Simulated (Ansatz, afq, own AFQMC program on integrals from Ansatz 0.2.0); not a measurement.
# Where AFQMC and coupled cluster stand for SiHO, doublet

```yaml
atoms:
  - { symbol: Si, position_ang: [0.0000, 0.0412, 0.7626] }
  - { symbol: O, position_ang: [0.0000, -0.1158, -1.2282] }
  - { symbol: H, position_ang: [0.0000, 0.6887, -1.7550] }
```

Connectivity, by distances: Si–OH.

Basis cc-pVDZ. Only valence electrons are correlated. Integrals, coupled cluster, full CI and functionals: Ansatz 0.2.0; the random walks run on the same integrals in our own AFQMC program. ph-AFQMC/CISD is guided by a CISD state made of CCSD amplitudes; releasing the constraint for a short imaginary time cuts its bias at the price of noise, slowly where states lie close. Error bars are statistical, one sigma.

Determinant: UHF, the one that the program's search chose, which needn't be the lowest solution. The geometry is a point of a scan.

No full CI on the walks' own integrals is used here; CCSDT(Q) serves as the reference and is uncertain by about the last step of the cluster series.

```
T1 diagnostic                               : 0.0314
weight of the determinant in the CISD state : 0.870
⟨S²⟩ of the determinant                     : 0.769
size of the correlated space                : 11 electrons in 31 orbitals
```

Reference: CCSDT(Q), correlation energy -7.859 eV. The released energy is read at 2.40 1/Eh (meV from the phaseless value at times in 1/Eh: 18 ± 19 at 0.24, -15 ± 21 at 0.51, -19 ± 27 at 0.99, -3 ± 35 at 1.62, 7 ± 30 at 2.40).

```csv
level,E − E(reference) (kcal/mol),share of correlation (%)
HF,181.23,0.00
MP2,19.32,89.34
CCSD,6.97,96.15
CCSD(T),1.48,99.18
CCSDT,0.85,99.53
ph-AFQMC/CISD,0.46 ± 0.62,99.75
released AFQMC,0.63 ± 0.70,99.65
```

A walk keeps the symmetry of its determinant, which the program's search chose and which needn't be the lowest solution, so a lower state of the same spin and another symmetry isn't excluded. Released energies are given only where the last usable release times agree within the noise; a slower fall can still hide under it.
